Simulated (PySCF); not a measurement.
Method: PBE-D3(BJ)/def2-TZVP // B3LYP-D3(BJ)/def2-TZVP run with PySCF. All species are isolated molecules in the gas phase. Excitations are Tamm–Dancoff values on a coarser integration grid. The basis has no diffuse functions, so Rydberg states are missing or too high.

Reference species (SMILES): `C[SiH3]` (neutral, multiplicity 1).

* **T1 excitation (TDA)**: 7.47 eV
* **HOMO**: -7.89 eV
* **dipole moment**: 0.83 D
* **brightest of the four lowest singlets (TDA)**: 8.18 eV

Changed species: `[GeH3][SnH3]`.

Question: Predict the effect on the T1 excitation (TDA), HOMO, dipole moment and brightest of the four lowest singlets (TDA).

Answer: the T1 excitation (TDA) decreases by 1.99 eV, to 5.48 eV; the HOMO increases by 1.00 eV, to -6.89 eV; the dipole moment falls by 0.70 D, to 0.13 D; the brightest of the four lowest singlets (TDA) drops by 1.51 eV, to 6.67 eV.
